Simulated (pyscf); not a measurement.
Thermochemistry of product channels of O=Si: [singlet] + HCl on the singlet surface, in kcal/mol, from CCSD(T)/def2-TZVPP + ΔMP2(QZVPP) energies (ideal gas, 1 atm, RRHO with modes under 100 cm⁻¹ raised to 100, one conformer, R ln 2 for rigid chiral ones). Structures and frequencies: ωB97X-D3(BJ)/def2-SVP in PySCF. MP2 and CC: frozen core, UHF for open shells. ΔMP2 is the change of the MP2 total energy from the triple- to the quadruple-zeta basis.

```json
[
 {"products": "O=SiH–Cl", "ΔE": "-24.5", "ΔH(298 K)": "-23.5", "ΔG(298 K)": "-14.7", "ΔG(1200 K)": "+11.7"},
 {"products": "HO–Si:–Cl [singlet]", "ΔE": "-37.4", "ΔH(298 K)": "-34.9", "ΔG(298 K)": "-26.4", "ΔG(1200 K)": "-1.1"}
]
```

The channel to O=SiH–Cl turns unfavourable between 298 and 1200 K (ΔG from -14.7 kcal/mol to +11.7 kcal/mol).

These are energies of the channels, which say nothing of barriers. The CCSD(T) − MP2 part came from Ansatz, without density fitting, on the same reference.
